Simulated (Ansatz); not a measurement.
**PNHO (quartet): from Hartree-Fock to the top rungs, def2-TZVPP**

One table from this session's results is given with a row withheld; the runs are named, their logs left out.

Method: def2-TZVPP, core rule «outside noble gas», up to 7 orbitals frozen; program: Ansatz 0.2.0, Gaussian basis.

To be run: UHF; ROHF; CCSD(T) on UHF.

2 further runs of the same task are left out: 2 set aside as unsound or not needed.

### What is computed

The geometry is a PBE0/def2-TZVP stationary point (not a proven minimum) of the parent state, kept for this charge and spin.

4 atoms, charge 0, spin multiplicity 4.

Atoms are counted from 1 here; the program's logs count them from 0.

Bond lengths: N1–P2 1.551 Å, N1–H4 1.015 Å, P2–O3 1.467 Å. Angles: P2–N1–H4 117.5°, N1–P2–O3 126.9°.

Set-up of the first run:

The input, in.yaml:

```yaml
crystal:
  periodic: [false, false, false]
  atoms:
    - {symbol: N, position_ang: [0.000000, -0.385084, 1.371493]}
    - {symbol: P, position_ang: [0.000000, 0.327392, -0.005904]}
    - {symbol: O, position_ang: [0.000000, -0.309237, -1.327958]}
    - {symbol: H, position_ang: [0.000000, 0.199224, 2.201813]}
basis:
  gaussian: {orbitals: def2-TZVPP}
magnetization: {spin_polarized: true, initial_magnetization: 3}
hamiltonian: {xc: hf}
output: {orbitals: {seedname: orbitals}}
```

Command:

```bash
$ ansatz run in.yaml --threads 1 --pin off --events-out ev --progress --plain --max-ram 4096MiB --backend cpu
```

Steps of the session up to this table: UHF; ROHF; CCSD(T) on UHF.

One of the session's tables, all rows but one given; the rest of the session is left out.

It belongs to the step «Misses and costs». 

| method | from UCCSD(T) (meV) |
| --- | --- |
| ROHF | +15540.4 |
| UHF | ? |
| UMP2 | +1314.0 |
| UCCSD | +675.4 |
| UCCSD(T) | 0 |

Estimate the missing values for UHF.

**Answer.** from UCCSD(T) (meV): +15159.4. In the column «from UCCSD(T) (meV)» it lies between UMP2 (+1314.0) and ROHF (+15540.4).
